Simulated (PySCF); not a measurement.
# Na₂⁺: one state, many levels of theory

State: ²Σg⁺ (doublet), unpaired electrons σ ↑. Set-up: Na 6-31G(d,p); no relativity (PySCF 2.14). De refers to Na⁺ + Na in their ground configurations, without counterpoise correction. The functionals are run spin-unrestricted.

| Level | Re (Å) | ωe (cm⁻¹) | De (eV) |
| --- | --- | --- | --- |
| UHF | 3.677 | 122 | 0.96 |
| UHF-MP2 | 3.650 | 124 | 0.97 |
| UHF-SCS-MP2 | 3.652 | 123 | 0.97 |
| UHF-CCSD | 3.647 | 124 | 0.97 |
| UHF-CCSD(T) | 3.646 | 124 | 0.97 |
| PBE | 3.637 | 106 | 1.04 |
| PBEsol | 3.623 | 108 | 1.02 |
| BLYP | 3.635 | 101 | 1.00 |
| r²SCAN | 3.600 | 115 | 0.99 |
| PBE0 | 3.618 | 113 | 1.03 |
| r²SCAN0 | 3.582 | 118 | 0.99 |
| HSE06 | 3.624 | 111 | 1.03 |

(1) Which functional lies closest to UHF-CCSD(T) in De, which farthest, and by how much do they differ from it?

(2) What does the step from GGA to meta-GGA do here, going from PBE to r²SCAN?

(3) What does a quarter of exact exchange do here, going from r²SCAN to r²SCAN0?

Correlated steps freeze 2 core orbitals. Correlated levels converge slowly with the basis: in double zeta they bind strong bonds too weakly, by up to about 1 eV, and carry superposition errors of some tenths. The state is the lowest determinant that a PBE0 search found; another state may lie lower at other levels.

## Answers

(1) Closest is r²SCAN (-4.6 pm in Re, -7.3 % in ωe, +0.02 eV in De against UHF-CCSD(T) in the same basis), farthest PBE (-0.9 pm in Re, -14.5 % in ωe, +0.07 eV in De). CCSD(T) converges more slowly with the basis than the functionals do and binds too weakly in this one, so the order can change at the basis-set limit.

(2) r²SCAN less PBE: -3.7 pm in Re, +8.5 % in ωe, -0.05 eV in De. 

(3) r²SCAN0 less r²SCAN: -1.8 pm in Re, +2.6 % in ωe, +0.00 eV in De. Exact exchange removes part of the self-interaction that spreads semilocal densities, and in most molecules shortens and stiffens the bond and lowers De; so it does here.
